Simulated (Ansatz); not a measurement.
Geometry optimisation, Ansatz, RKS B3LYP/def2-SVP.

The input (input.yaml):

```yaml
crystal:
  periodic: [false, false, false]
  atoms:
    - { symbol: Si, position_ang: [-0.387102, 0.0, -0.432146] }
    - { symbol: Cl, position_ang: [0.16028, 0.0, 2.872043] }
    - { symbol: H, position_ang: [0.904198, 0.0, 0.28564] }
    - { symbol: H, position_ang: [-0.505448, 1.21958, -1.278481] }
    - { symbol: H, position_ang: [-0.505448, -1.21958, -1.278481] }
    - { symbol: F, position_ang: [-1.66914, 0.0, 0.551553] }
    - { symbol: H, position_ang: [-1.142241, 0.0, 2.602672] }
basis:
  gaussian: { orbitals: def2-SVP }
hamiltonian:
  xc: b3lyp
relax:
  f_tol: 0.03
  max_steps: 50
output:
  orbitals: {}
```

Command:

```bash
$ ansatz run input.yaml --threads 1 --pin off --max-ram 2048MiB --backend cpu --events-out ev --progress --plain --runs-dir out
```

Task: Where does it end, and by what steps?

Result: The forces met the threshold. The force dipped under the threshold on the way, but the program's further checks kept it going. After 10 steps the energy has fallen by 0.219 eV; Cl2 moved furthest, 0.81 Å.

```
step  energy less start (eV)  largest force component (eV/Å)  accepted
   0                  0.0000                           1.111       yes
   1                 -0.1219                           0.919       yes
   2                 -0.1712                           0.769       yes
   3                 -0.1951                           0.389       yes
   4                 -0.2097                           0.267       yes
   5                 -0.2138                           0.156       yes
   6                 -0.2169                           0.025       yes
   7                 -0.2177                           0.053       yes
   8                 -0.2182                           0.012       yes
   9                 -0.2185                           0.012       yes
  10                 -0.2186                           0.009       yes
```

```xyz
7
Properties=species:S:1:pos:R:3
Si -0.371 0.000 -0.605
Cl -0.186 0.000 3.603
H 0.996 0.000 -0.024
H -0.613 1.223 -1.411
H -0.613 -1.223 -1.411
F -1.445 0.000 0.640
H -0.913 0.000 2.530
```

Whether the end is a true minimum wasn't checked by a vibrational analysis.

Time of the run: 25 s on 1 thread of Arm Neoverse V2, on a shared host, peak memory 0.13 GiB.
